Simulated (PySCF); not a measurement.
# Working out the ionisation energy of Al

Al [Ne] 3s2 3p1 (2P) → Al⁺ [Ne] 3s2 (1S). Computed with PySCF 2.14 in def2-TZVP (5s5p2d1f, 37 functions), with the non-relativistic Hamiltonian (point nucleus). Frozen: [Ne]. Energies in hartree (1 hartree = 27.21139 eV):

| part | Al (lower) | Al⁺ (upper) |
| --- | --- | --- |
| UHF | -241.874349 | -241.668735 |
| CCSD correlation | -0.050382 | -0.039344 |
| (T) | -0.001105 | 0.000000 |

What does Hartree-Fock give?

(-241.668735) − (-241.874349) = 0.205614 hartree = 5.595 eV.

What do CCSD and CCSD(T) give?

The CCSD correlation energies differ by 0.011038 hartree = 0.300 eV and the triples by 0.001105 hartree = 0.030 eV, so CCSD gives 5.895 eV and CCSD(T) 5.925 eV.

Measured between the centres of the two terms (NIST): 5.977 eV, so CCSD(T) (valence) is off by -0.052 eV.

What remains against the reference includes basis incompleteness, the frozen core and higher excitations.
